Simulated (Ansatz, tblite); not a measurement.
Forces on the cluster Li3H2 at its PBE-D4/def2-TZVP geometry. Total charge 0; doublet.

The xTB rows come from tblite. Another isomer (doublet) lies 0.62 eV lower at PBE0-D4/def2-TZVP; other spin states weren't run for this one.

GFN1-xTB (tblite), largest force 0.50 eV/Å:

```xyz
5
positions Å, forces eV/Å
Li    0.289   -0.335   -1.379   -0.074    0.056    0.493
Li   -0.573    1.197    0.221    0.137   -0.284   -0.056
Li    0.257   -0.807    1.173   -0.060    0.224   -0.439
H     1.096    0.471    0.098    0.162    0.077    0.017
H    -1.069   -0.526   -0.113   -0.165   -0.073   -0.015
```

GFN2-xTB (tblite), largest force 0.48 eV/Å:

```
Li 0.000 0.069 -0.315
Li 0.080 -0.175 0.012
Li -0.022 -0.027 0.356
H 0.400 0.264 0.015
H -0.457 -0.131 -0.069
```

PBE-D4/def2-TZVP (Ansatz), largest force 0.01 eV/Å:

```
Li 0.002 -0.003 -0.008
Li 0.000 0.000 -0.002
Li 0.003 -0.008 0.008
H 0.004 0.008 0.002
H -0.009 0.002 0.000
```
